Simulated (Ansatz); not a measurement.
# Forces away from equilibrium

AlBH3F (SMILES [BH2][AlH][F]), singlet, displaced at random from its PBE0-D4/def2-TZVP minimum.

```xyz
6
angstrom
B -0.8114 0.3509 -0.6067
Al 0.6293 -0.2788 0.6303
F 1.1162 -1.9463 0.4555
H -1.9160 0.5411 -0.4419
H -0.5806 0.9865 -1.6909
H 1.7106 0.6673 1.7233
```

Program: Ansatz 0.2.0. Basis: def2-TZVPP. Cores are frozen in the correlated methods.

CCSD(T) forces from the calculation:
```csv
atom,Fx,Fy,Fz (eV/Å)
B1,0.410,1.988,-2.368
Al2,3.036,-1.584,1.575
F3,-0.588,1.839,0.283
H4,-1.768,-0.247,0.612
H5,0.251,-1.019,1.064
H6,-1.341,-0.977,-1.166
```

Q: Which atom feels the largest CCSD(T) force, and how large is it?

A: Al2, 3.77 eV/Å, along (0.81, -0.42, 0.42).

Root-mean-square difference of the force components from those of CCSD(T): PBE-D4 0.233; r2SCAN-D4 0.090; PBE0-D4 0.073; wB97M-V 0.091 eV/Å.

T1 diagnostic: at most 0.014. These are differences at one structure, and CCSD(T) in triple zeta is itself an approximation.

For scale, one of the runs: CCSD(T)/def2-TZVPP forces, 146 basis functions (an equivalent command: `ansatz run in.yaml --threads 2`). Hardware: 2 CPU threads, shared host. Wall time 42 s; peak host memory 1.5 GiB.
